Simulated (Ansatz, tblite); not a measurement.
Cost and result up the ladder for the cluster Al3H2 (5 atoms). The state is a doublet with charge 0. Geometry: B3LYP-D4/def2-TZVP.

```
atom   x (Å)   y (Å)   z (Å)
 Al1  -2.049   0.256  -0.327
 Al2  -0.025   1.055   0.901
 Al3   0.002  -1.047  -0.912
  H4   1.062  -2.087  -1.516
  H5   1.011   1.823   1.853
```

Ansatz on 4 threads of Arm Neoverse V1 on a shared host; xTB runs through tblite on one thread. Times are rough, summed over both states, and most runs start from the orbitals of an earlier one. ωB97M-V/def2-TZVP serves as the yardstick here, not as an exact answer. Differences are given only for rows in sets of like size (and for xTB, whose basis is part of the method), since another set adds its own error. The other state is a quartet at its own geometry.

The xTB rows come from tblite. LC-ωPBE has ω = 0.4 bohr⁻¹. B3LYP takes the VWN-RPA correlation. Correlated methods freeze 15 core orbitals. In CCSD on the charge 0 doublet the largest single amplitude is 0.23, so its Hartree–Fock determinant may place the open shell otherwise than the density functionals do. The structure comes from a short search, and lower isomers may exist.

Run but left out: HF/6-31G (doublet: a determinant that CCSD turns far, T1 0.071); HF/def2-TZVP, HF/def2-TZVPP, MP2/def2-TZVP, MP2/def2-TZVPP (doublet: ⟨S²⟩ 1.14, where a pure state has 0.75).

Correlated methods converge slowly with the basis.

xTB has no spin-polarisation term.

| level | functions | quartet − doublet (eV) | difference from ωB97M-V/def2-TZVP (eV) | remarks |
| --- | --- | --- | --- | --- |
| revPBE-D4/def2-TZVP | 123 | 0.68 | -0.19 | – |
| B3LYP-D4/6-31G | 43 | 0.82 | – | – |
| GFN1-xTB | 31 | 3.84 | 2.97 | – |
| PBE0-D4/def2-TZVP (with forces) | 123 | 0.63 | -0.24 | – |
| RPA@PBE/def2-TZVP | 123 | 0.77 | -0.11 | – |
| GFN2-xTB | 29 | 1.82 | 0.95 | – |
| CCSD(T)/def2-TZVPP | 154 | 0.74 | -0.13 | large T1 (0.071) (doublet), spin-contaminated (⟨S²⟩ 1.14) (doublet) |
| ωB97M-V/def2-TZVP | 123 | 0.87 | 0.00 | – |
| LDA (SPW92)/def2-TZVP | 123 | 0.82 | -0.05 | – |
| r2SCAN-D4/def2-TZVP | 123 | 0.60 | -0.28 | – |
| r2SCANh-D4/def2-TZVP | 123 | 0.57 | -0.30 | – |
| PBE-D4/def2-TZVP | 123 | 0.71 | -0.16 | – |
| LC-ωPBE/def2-TZVP | 123 | 0.45 | -0.43 | – |

Q: Estimate how long each takes.

A: GFN1-xTB 0.006 s; GFN2-xTB 0.008 s; LDA (SPW92)/def2-TZVP 1.4 s; B3LYP-D4/6-31G 1.7 s; PBE-D4/def2-TZVP 2.9 s; revPBE-D4/def2-TZVP 2.9 s; RPA@PBE/def2-TZVP 3.9 s; LC-ωPBE/def2-TZVP 6.6 s; PBE0-D4/def2-TZVP (with forces) 7.3 s; r2SCAN-D4/def2-TZVP 7.9 s; r2SCANh-D4/def2-TZVP 8.6 s; ωB97M-V/def2-TZVP 13 s; CCSD(T)/def2-TZVPP 29 s. On shared hardware such times vary by a factor of up to 3.
